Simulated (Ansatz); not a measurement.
# CHOSi: the cost of one run

Computed with Ansatz 0.2.0, Gaussian basis. Level: def2-TZVPP, core rule «outside noble gas», up to 7 orbitals frozen.

To be run: UHF; ROHF; CCSD(T) on UHF.

### Step 1. The system

The geometry is a PBE0/def2-TZVP stationary point (not a proven minimum) of the parent state, kept for this charge and spin.

4 atoms, charge 1, spin multiplicity 5.

Atoms are counted from 1 here; the program's logs count them from 0.

Bond lengths: C1–O2 1.268 Å, O2–Si3 1.699 Å, Si3–H4 1.496 Å. Angles: C1–O2–Si3 139.4°, O2–Si3–H4 117.6°.

As a file:

```
C     0.0000    0.3330    1.7224
O     0.0000   -0.3122    0.6305
Si    0.0000   -0.0152   -1.0422
H     0.0000    1.4114   -1.4926
```

### Step 2. UHF

File in.yaml:

```yaml
crystal:
  periodic: [false, false, false]
  atoms:
    - {symbol: C, position_ang: [0.000000, 0.333035, 1.722367]}
    - {symbol: O, position_ang: [0.000000, -0.312160, 0.630489]}
    - {symbol: Si, position_ang: [0.000000, -0.015246, -1.042169]}
    - {symbol: H, position_ang: [0.000000, 1.411369, -1.492570]}
basis:
  gaussian: {orbitals: def2-TZVPP}
total_charge: 1
magnetization: {spin_polarized: true, initial_magnetization: 4}
hamiltonian: {xc: hf}
output: {orbitals: {seedname: orbitals}}
```

On the command line:

```
$ ansatz run in.yaml --threads 1 --pin off --events-out ev --progress --plain --max-ram 4096MiB --backend cpu
```

What time and memory should one allow on 1 thread of AMD EPYC 7R13, shared host?

About 5.5 s, with a peak of 0.27 GiB.
